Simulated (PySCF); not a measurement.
Simulated C 1s region for `[BH3-]C#C`, binding energy against the vacuum level.

Every computed line was given a Gaussian of 0.7 eV full width at half maximum and an area set by the number of equivalent atoms; the highest printed point is 100. Method: PySCF, delta-SCF UKS SCAN, pcX-2 on the ionised atom, pcseg-1 elsewhere, spin-free X2C.

```
binding energy (eV)  intensity
              283.2          0
              283.3          0
              283.4          1
              283.5          3
              283.6          6
              283.7         12
              283.8         22
              283.9         35
              284.0         51
              284.1         68
              284.2         83
              284.3         93
              284.4         99
              284.5        100
              284.6         95
              284.7         85
              284.8         71
              284.9         55
              285.0         38
              285.1         25
              285.2         14
              285.3          7
              285.4          3
              285.5          1
              285.6          1
              285.7          0
```

Problem. Count the maxima, the lines and the sites behind this envelope.

Solution. The curve has 1 maximum (at 284.5 eV). Under it lie 2 lines from 2 inequivalent carbon sites. At this width some lines have no maximum of their own.

Problem. Decompose the envelope and assign each component. Numbering: `[BH3-:1][C:2]#[CH:3]`.

Solution. 
| position (eV) | relative area | line | atoms | environment |
| --- | --- | --- | --- | --- |
| 284.25 | 1 | C 1s | C3 | terminal alkyne carbon |
| 284.68 | 1 | C 1s | C2 | alkyne carbon |

Problem. Above which line width would these two lines show one maximum?

Solution. Two equal Gaussians merge once their distance is under 2σ = FWHM/1.177. With 0.43 eV between them that is a full width over 0.51 eV.

The listed C 1s values span 0.43 eV, from C3 (bonded to C (triple bond) and H) to C2 (bonded to C (triple bond) and B). Summing the Pauling electronegativity differences to the bonded atoms, each weighted by its formal bond order, gives -0.35 for the lowest site and -0.51 for the highest; the largest sum, -0.35, belongs to C3, 0.43 eV below the top. The smallest sum, -0.51, belongs to C2, 0.43 eV above the lowest.

No satellites, vibrations or lifetime broadening are included. The unrestricted hole states depart most from a pure doublet (⟨S²⟩ = 0.75; over 0.85 named) for C 1s of C2 (0.89), which makes this value less certain. The species carries charge -1, so core ionisation leaves a neutral species. The basis sets have no added diffuse functions. Isolated species at its PBE0-D3(BJ)/def2-SVP geometry, gas phase.
